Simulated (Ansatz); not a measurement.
# AlO (doublet): the correlation ladder at distance Al1–O2 = 2.239 Å, cc-pVDZ

How much of the correlation energy of AlO (doublet) does each wave-function method recover here?

The runs use Ansatz 0.2.0, Gaussian basis; cc-pVDZ, core rule «outside noble gas», up to 6 orbitals frozen.

To be run: UHF; CCSD(T) on ROHF; CCSD(T) on UHF; BCCD(T) on ROHF; CISD; CCSDT(Q) on ROHF; CCSDT(Q) on UHF; CISDTQ; CCSDTQ on ROHF; CCSDTQ on UHF; CASSCF and MRCISD+Q, 3 electrons in 3 orbitals; CASSCF and NEVPT2, 3 electrons in 3 orbitals; Full CI.

3 further runs of the same task are left out: 2 for a known fault of the program, 1 that didn't finish.

## Step 1: The system

The geometry derives from a PBE0/def2-TZVP stationary point (not a proven minimum). One bond is set to the value named and the two fragments are kept rigid.

2 atoms, charge 0, spin multiplicity 2.

Atoms are counted from 1 here; the program's logs count them from 0.

Bond lengths: Al1–O2 2.239 Å.

## Step 2: UHF

File in.yaml:

```yaml
crystal:
  periodic: [false, false, false]
  atoms:
    - {symbol: Al, position_ang: [0.000000, 0.000000, 0.000000]}
    - {symbol: O, position_ang: [0.000000, 0.000000, 2.239000]}
basis:
  gaussian: {orbitals: cc-pVDZ}
magnetization: {spin_polarized: true, initial_magnetization: 1}
hamiltonian: {xc: hf}
output: {orbitals: {seedname: orbitals}}
```

Run with:

```console
ansatz run in.yaml --threads 1 --pin off --events-out ev --progress --plain --max-ram 3020MiB --backend cpu
```

After this run come: CCSD(T) on ROHF; CCSD(T) on UHF; BCCD(T) on ROHF; CISD; CCSDT(Q) on ROHF; CCSDT(Q) on UHF; CISDTQ; CCSDTQ on ROHF; CCSDTQ on UHF; CASSCF and MRCISD+Q, 3 electrons in 3 orbitals; CASSCF and NEVPT2, 3 electrons in 3 orbitals; Full CI.

Before running them: what should the planned runs give, taken together? Wanted: FCI below the RHF energy; RMP2 from FCI; UMP2 from FCI; RCCSD from FCI; RCCSD(T) from FCI; UCCSD(T) from FCI; RCCSDT(Q) from FCI; UCCSDT(Q) from FCI; NEVPT2 pair from FCI.

The runs gave:

```
                         quantity                                                           value
         FCI below the RHF energy                                                      -6.1060 eV
                    RMP2 from FCI                                                      +892.7 meV
                    UMP2 from FCI                                                      +888.9 meV
                   RCCSD from FCI                                                      +211.6 meV
                RCCSD(T) from FCI                                                       +51.5 meV
                UCCSD(T) from FCI                                                       +52.4 meV
               RCCSDT(Q) from FCI                                                        +0.7 meV
               UCCSDT(Q) from FCI                                                        -8.6 meV
             NEVPT2 pair from FCI                                                      +855.8 meV
           MRCISD+Q pair from FCI                                                       +50.9 meV
levels within 1 kcal/mol (43 meV)  RCCSDT, UCCSDT, CISDTQ, RCCSDT(Q), UCCSDT(Q), RCCSDTQ, UCCSDTQ
                    T1 diagnostic                                                           0.035
   effectively unpaired electrons                                                            1.13
```

RCCSD(T) lands +51.5 meV from the yardstick (0.8 % of the correlation energy). UCCSDT(Q) falls below full CI: unrestricted runs freeze a spin-polarised core, another one than full CI's, and coupled cluster isn't variational. One determinant dominates. Of the multireference levels listed MRCISD+Q pair comes nearest in total energy (+50.9 meV), which doesn't show that its space is the better one. These misses are within one basis, not against nature; the frozen cores of restricted and unrestricted runs differ, which can shift their rows.
